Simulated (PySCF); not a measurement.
## Constants of Na₂, step by step

State: singlet, closed shell. De refers to Na + Na. RHF-based CCSD(T) in PySCF 2.14 with Na cc-pCVDZ and Na cc-pCVTZ (frozen core orbitals: 2; no relativity). Correlation energies are extrapolated as n⁻³ (n = 2, 3), Hartree–Fock as (n+1)·exp(−9√n). SR is the spin-free X2C energy in Na cc-pCVTZ-DK less the non-relativistic one in Na cc-pCVTZ.

```tsv
Level	Re (Å)	ωe (cm⁻¹)	ωexe (cm⁻¹)	αe (cm⁻¹)	De (eV)
CCSD(T)/DZ	3.1612	152.8	0.641	0.000695	0.722
CCSD(T)/TZ	3.1016	158.3	0.727	0.000885	0.739
HF/CBS	3.1946	156.1	0.457	0.000588	-0.018
MP2/CBS	3.0593	168.2	0.627	0.000798	0.569
CCSD/CBS	3.0822	162.5	0.722	0.000897	0.703
CCSD(T)/CBS	3.0773	161.1	0.788	0.000968	0.745
CCSD(T)/CBS+SR	3.0734	161.4	0.791	0.000971	0.745
```

How much is left between CCSD(T)/TZ and the basis-set limit, and how much do the triples give at the limit?

CCSD(T)/CBS less CCSD(T)/TZ: -24.3 mÅ in Re, +2.8 cm⁻¹ in ωe and +0.006 eV in De. CCSD(T)/CBS less CCSD/CBS: -4.9 mÅ in Re, -1.4 cm⁻¹ in ωe and +0.042 eV in De.

What do the later terms add?

SR: -3.9 mÅ in Re, +0.3 cm⁻¹ in ωe and +0.000 eV in De, each against the row above.

The T1 diagnostic is 0.006. The open-shell atoms are computed with UHF. Spin–orbit coupling, excitations beyond (T) and corrections to the Born–Oppenheimer picture are left out.

The whole job (state search and all basis sets along the bond) took about 7.7 min on 4 threads of Arm Neoverse V2 (shared host), peak memory 5.5 GiB.
